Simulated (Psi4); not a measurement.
Process, species as SMILES: C=CCl + 3 [H][H] (H2) → 2 C (CH4) + Cl (HCl)
B3LYP-D3(BJ)/def2-TZVP geometries, fixed; electronic energies without zero-point terms.
Largest species:
```
C
C 1 1.3205
H 1 1.0805 2 123.94
H 2 1.0811 1 122.25 3 180.00
H 2 1.0820 4 118.23 1 180.00
Cl 1 1.7376 3 112.62 2 180.00
```
Charge 0, spin multiplicity 1.

Basis-set convergence of the energy of full hydrogenation at MP2 with Psi4. Cartesian d functions, on some or all atoms, in 6-31G*, 6-31+G*; all else is spherical. Density fitting with the program's default auxiliary sets. Cores are frozen. Psi4's default fitting sets serve the pcseg sets less well. No added dispersion term, no relativity. Functions are those of the species that has most. Reference: Hartree-Fock in cc-pV(Q+d)Z plus the correlation part extrapolated as X^-3 from cc-pV(T+d)Z and cc-pV(Q+d)Z, -75.55 kcal/mol, itself unsure by roughly 0.23 kcal/mol (a third of the extrapolation step and of the last Hartree-Fock step). Deviations are taken from unrounded values.

```csv
basis,functions,energy of full hydrogenation (kcal/mol)
6-31G*,55,-68.42
6-31+G*,67,-67.32
def2-SVP,61,-80.56
def2-SVPD,91,-81.94
pcseg-1,61,-78.57
aug-pcseg-1,100,-79.17
cc-pV(D+d)Z,66,-77.56
aug-cc-pV(D+d)Z,105,-78.60
6-311G**,80,-76.42
6-311+G**,92,-74.61
def2-TZVP,117,-72.57
def2-TZVPD,147,-72.42
pcseg-2,136,-76.67
aug-pcseg-2,211,-76.17
cc-pV(T+d)Z,141,-76.64
aug-cc-pV(T+d)Z,216,-76.24
def2-TZVPP,146,-76.30
def2-TZVPPD,176,-76.35
```

What the diffuse functions change, pair by pair:
- 6-31G* to 6-31+G*: 12 more functions, deviation 7.13 to 8.23 kcal/mol
- def2-SVP to def2-SVPD: 30 more functions, deviation -5.01 to -6.39 kcal/mol
- pcseg-1 to aug-pcseg-1: 39 more functions, deviation -3.02 to -3.62 kcal/mol
- cc-pV(D+d)Z to aug-cc-pV(D+d)Z: 39 more functions, deviation -2.01 to -3.05 kcal/mol
- 6-311G** to 6-311+G**: 12 more functions, deviation -0.86 to 0.94 kcal/mol
- def2-TZVP to def2-TZVPD: 30 more functions, deviation 2.99 to 3.14 kcal/mol
- pcseg-2 to aug-pcseg-2: 75 more functions, deviation -1.12 to -0.62 kcal/mol
- cc-pV(T+d)Z to aug-cc-pV(T+d)Z: 75 more functions, deviation -1.09 to -0.69 kcal/mol
- def2-TZVPP to def2-TZVPPD: 30 more functions, deviation -0.75 to -0.80 kcal/mol

They bring the value nearer the reference by more than 0.23 kcal/mol in 2 of 9 pairs.
